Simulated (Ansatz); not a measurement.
# H3S2: the cost of one run

The runs use Ansatz 0.2.0; UKS PBE0-D4/def2-SVP.

**1. Reference run: H3S2 radical, relaxed**

File input.yaml:

```yaml
crystal:
  periodic: [false, false, false]
  atoms:
    - { symbol: H, position_ang: [0.204312, -0.677042, -0.312819] }
    - { symbol: S, position_ang: [-0.790566, -0.647279, 1.17399] }
    - { symbol: S, position_ang: [0.727458, 0.854493, -1.076342] }
    - { symbol: H, position_ang: [0.352732, -0.460582, 1.894129] }
    - { symbol: H, position_ang: [-0.493936, 0.93041, -1.678958] }
magnetization:
  spin_polarized: true
  initial_magnetization: 1
basis:
  gaussian: { orbitals: def2-SVP }
hamiltonian:
  xc: pbe0
  dispersion: d4
output:
  forces: true
relax:
  f_tol: 0.02
  max_steps: 120
  constraints: [{ distance: [0, 2] }, { distance: [0, 1] }]
  escape_saddle: false
```

The run is started by

```console
$ ansatz run input.yaml --threads 1 --pin off --max-ram 2560MiB --backend cpu --events-out ev --progress --plain --runs-dir out
```

What time and memory should one allow on 1 thread of Arm Neoverse V1, shared host?

About 9.2 s, with a peak of 0.12 GiB.
